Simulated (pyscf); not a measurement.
Structures and frequencies: ωB97X-D3(BJ)/def2-SVP in PySCF.

Problem. List the bond dissociation enthalpies at 298 K of `[OH][Hf]([OH])([OH])[OH]` from ωB97M-D3(BJ)/def2-TZVP, from the weakest bond up.

Solution. H–O to [O–Hf(OH)(OH)–OH]• + H•: 504.8 kJ/mol; Hf–O to OH• + [HO–Hf(OH)–OH]•: 528.9 kJ/mol. Ring and multiple bonds, and those that leave no two simple radicals, are not listed. The radicals are drawn with the spin at the cut bond; how far it spreads was not checked. Other isomers of [HO–Hf(OH)–OH]•, [O–Hf(OH)(OH)–OH]• were not searched in full and may lie lower. Left out: the spin-orbit lowering of OH. Open-shell species with a d-block atom are single-reference here; other states, and whether the spin sits on metal or ligand, were not checked. Elements past Kr carry the def2 core potentials, without spin-orbit coupling.
